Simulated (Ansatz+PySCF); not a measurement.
# doublet SiH₃: levels of theory in one basis

```xyz
4

Si    0.0000    0.0000    0.0838
H     0.0000    1.4323   -0.3716
H     1.2404   -0.7162   -0.3716
H    -1.2404   -0.7162   -0.3716
```

Basis set: cc-pVTZ on H; cc-pV(T+d)Z on Si (spherical functions). Frozen core: 5 orbitals. Correlation on ROHF uses semicanonical orbitals with singles. Charge 0, multiplicity 2.

Computed with Ansatz (development build ahead of 0.2.0) and PySCF 2.14.0; each method stands on the lowest determinant of its kind that the runs found.

```
  method  E − E(ROHF) (eV)  <S²> of the determinant
    ROHF              0.00                     0.75
     UHF             -0.04                     0.75
ROHF-MP2             -3.20                        –
 UHF-MP2             -3.21                     0.75
```

(1) What does ROHF-CCSD(T) give on the same scale?

## Answers

(1) -4.02 eV.
